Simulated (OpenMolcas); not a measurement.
**BN (boron nitride): methods side by side**

BN has 2 atoms, charge 0, and is taken as a triplet. As SMILES, `B#N`. Geometry: relaxed at PBE0-D4/def2-TZVP.

```tsv
atom	x (Å)	y (Å)	z (Å)
B	0.0000	0.0000	-0.0235
N	0.0000	0.0000	1.2919
```

Quantity: the dipole moment, in D. The values are calculated.

```csv
level,kind,program,value (D)
ROHF/cc-pVTZ,Hartree–Fock,OpenMolcas,2.78
UHF/cc-pVTZ,Hartree–Fock,OpenMolcas,2.70
USVWN5/cc-pVTZ,LDA,OpenMolcas,1.74
UBLYP/cc-pVTZ,GGA,OpenMolcas,1.74
U-r2SCAN/cc-pVTZ,meta-GGA,OpenMolcas,2.04
UTPSS/cc-pVTZ,meta-GGA,OpenMolcas,1.79
UB3LYP/cc-pVTZ,global hybrid,OpenMolcas,2.01
UPBE0/cc-pVTZ,global hybrid,OpenMolcas,2.07
```

The values span 1.74 to 2.78 D.
